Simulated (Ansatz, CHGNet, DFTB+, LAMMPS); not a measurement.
## hcp Hf, equilibrium volume per atom

Reference value: 22.30 Å³/atom (measured, copied from a table, unchecked, extrapolated to 0 K and zero-point effects removed; as tabulated in Lejaeghere et al. (2013), arXiv:1204.2733).

```tsv
level (code)	value (Å³/atom)
Lennard-Jones uff-vdw (LAMMPS)	20.11
GFN1-xTB as cut by DFTB+	38.36
CHGNet 0.3.0	22.38
LDA (Ansatz)	?
PBE (Ansatz)	22.53
PBE-D3(BJ) (Ansatz)	?
rVV10 (Ansatz)	22.64
r²SCAN+SOC (Ansatz)	22.30
HSE06 (Ansatz)	?
```

What belongs in the gaps?


- LDA (Ansatz, an electronic-structure program), value (Å³/atom): 20.83
- PBE-D3(BJ) (Ansatz), value (Å³/atom): 21.85
- HSE06 (Ansatz), value (Å³/atom): 22.76

Errors against the reference: Lennard-Jones uff-vdw -9.8 %, GFN1-xTB as cut by DFTB+ +72 %, CHGNet 0.3.0 +0.4 %, LDA -6.6 %, PBE +1.0 %, PBE-D3(BJ) -2.0 %, rVV10 +1.5 %, r²SCAN+SOC 0.0 %, HSE06 +2.1 %.

Leaving aside Lennard-Jones uff-vdw (doubt noted below), GFN1-xTB as cut by DFTB+ (doubt noted below): Once the reference is moved by up to 2.0 % (a margin picked here for doubts on the reference and the settings) and values within 0.3 % count as equal, the nearest can be r²SCAN+SOC (0.0 %), CHGNet 0.3.0 (+0.4 %), PBE (+1.0 %), rVV10 (+1.5 %), PBE-D3(BJ) (-2.0 %) or HSE06 (+2.1 %). Farthest off among them: LDA (-6.6 %).

Density-functional levels without +SOC have no spin–orbit coupling. Lennard-Jones uff-vdw: this is a force field's van der Waals term alone, without bonds or charges. GFN1-xTB as cut by DFTB+: the cell has another shape than the first-principles one, perhaps another minimum in the same group. GFN1-xTB as cut by DFTB+: the cell moved over 20 % in volume from its start. GFN1-xTB as cut by DFTB+: the method was fitted mainly to molecules. GFN1-xTB as cut by DFTB+: codes differ in how they cut the long-range tail of xTB's charge interaction in a crystal, so the value belongs to this code. HSE06: exact exchange on metals is sensitive to the k mesh and can open a false gap. Cutoffs and k meshes differ between the levels. Ansatz's density-functional and Hartree–Fock values are scalar-relativistic unless marked +SOC, with PAW data made under PBE.

Machine-learned potentials (CHGNet 0.3.0) are trained on DFT data: a solid inside that data is no test of them.

Differences are worked out from the printed values.
